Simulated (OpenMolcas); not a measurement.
## BH2S (SMILES [BH]S): the energy, rung by rung

The species is BH2S (4 atoms), meant as a doublet with charge 0. SMILES: `[BH]S`. The shape is that of a GFN2-xTB optimisation.

```xyz
4

B     0.3860   -0.3480    0.7801
S    -0.0384    1.1098   -0.0310
H     0.2474   -1.4486    0.4427
H    -0.5949    0.6868   -1.1918
```

Each level gives the energy change with the B1–S2 bond stretched from 1.721 to 3.443 Å (eV). The values are calculated.

```csv
level,kind,program,value (eV),less FCI/STO-3G,CPU time (all runs)
ROHF/STO-3G,Hartree–Fock,OpenMolcas,4.88,-0.03,4.8 s
UPBE/STO-3G,GGA,OpenMolcas,6.02,+1.11,13 s
UM06-2X/STO-3G,hybrid meta-GGA,OpenMolcas,5.63,+0.72,23 s
UPBE0/STO-3G,global hybrid,OpenMolcas,5.86,+0.95,16 s
"CASSCF(3,3)/STO-3G",multireference,OpenMolcas,4.55,-0.36,4.7 s
ROCCSD(T)/STO-3G,coupled cluster or CI,OpenMolcas,4.90,-0.01,6.6 s
FCI/STO-3G,exact in the basis,OpenMolcas,4.91,0.00,10 s
```

FCI/STO-3G is exact within its basis and frozen core, so for wave-function methods in that basis the difference is their error; functionals converge differently with the basis, so for them it is only a difference. The first shape isn't each level's own minimum. The values span 4.55 to 6.02 eV. Spin contamination of the reference (⟨S²⟩ at least 0.1 too high) touches UPBE/STO-3G, UM06-2X/STO-3G, UPBE0/STO-3G. All rows use very small basis sets, so even the best lies far from the true value. CPU times are rough (shared hosts, several kinds of processor): they show what a rung costs within a factor of a few.
